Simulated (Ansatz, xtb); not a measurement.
Relative energy of two isomers of C2HCl2F2

We compare I, `FC(F)[C](Cl)Cl`, a doublet, with II, `FC(F)(Cl)[CH]Cl`, a doublet. Both are isolated molecules in the gas phase, relaxed with PBE0-D3(BJ)/def2-SVP; the shapes shown needn't be the lowest conformers.

I (Å):

```yaml
atoms:
  - { symbol: C, position_ang: [2.0793, 0.6788, -1.3148] }
  - { symbol: C, position_ang: [1.8403, 1.2923, 0.0281] }
  - { symbol: Cl, position_ang: [0.3566, 0.9562, 0.7934] }
  - { symbol: Cl, position_ang: [3.1805, 1.7115, 0.9828] }
  - { symbol: F, position_ang: [2.5089, -0.6002, -1.2007] }
  - { symbol: F, position_ang: [3.0282, 1.3666, -1.9707] }
  - { symbol: H, position_ang: [1.1447, 0.6806, -1.9023] }
```

II (Å):

```xyz
7

C     0.5443   -1.1944    1.0907
C     0.1829   -2.4324    0.3610
Cl    2.3287   -1.0565    1.2839
Cl    0.2655   -3.9184    1.1522
F     0.1254   -0.1326    0.3991
F     0.0032   -1.1494    2.3065
H     0.1577   -2.4220   -0.7298
```

**Question.** Estimate E(II) − E(I) at the level CCSD(T)/def2-SVP + ΔMP2/def2-TZVPP.

**Answer.** Too close to call at this level: CCSD(T)/def2-SVP + ΔMP2/def2-TZVPP gives E(II) − E(I) = −0.31 kcal/mol.

Level by level:

| level | geometry | E(II) − E(I) (kcal/mol) | departure from the last row (kcal/mol) | job, with rough time for the two |
| --- | --- | --- | --- | --- |
| GFN2-xTB | GFN2-xTB | +3.33 | +3.63 | optimisation, 0.13 s |
| HF/STO-3G | GFN2-xTB | −5.57 | −5.26 | single point, 0.28 s |
| r2SCAN-D4/def2-SVP | GFN2-xTB | −2.59 | −2.28 | single point, 2.2 s |
| PBE0-D3(BJ)/def2-SVP | PBE0-D3(BJ)/def2-SVP | −1.83 | −1.52 | optimisation, 25 s |
| HF/def2-SVP | PBE0-D3(BJ)/def2-SVP | −1.43 | −1.12 | part of the CCSD(T) run |
| MP2/def2-SVP | PBE0-D3(BJ)/def2-SVP | −1.59 | −1.28 | part of the CCSD(T) run |
| CCSD(T)/def2-SVP | PBE0-D3(BJ)/def2-SVP | −1.24 | −0.93 | single point |
| CCSD(T)/def2-SVP + ΔMP2/def2-TZVPP | PBE0-D3(BJ)/def2-SVP | −0.31 |  | single point, 26 s |

As drawn, both hold the same kinds of bond in the same numbers.

The largest departure from CCSD(T)/def2-SVP + ΔMP2/def2-TZVPP is that of HF/STO-3G, 5.26 kcal/mol. The last row adds to CCSD(T) the change of the MP2 difference between the two basis sets, here +0.93 kcal/mol.

With harmonic frequencies from PBE0-D3(BJ)/def2-SVP (ideal gas, rigid rotor, one conformer each, 1000 K, 1 atm): on the last row, ΔE + ΔZPE = −1.35, ΔH = −0.71, ΔG = −0.68 kcal/mol.

Open shells are spin-unrestricted. The correlated steps freeze 14 core orbitals. Programs: Ansatz 0.2.0, xtb 6.7.1; the last row on 2 threads of AMD EPYC 9R45 96-Core Processor (Zen 5) on a shared host.
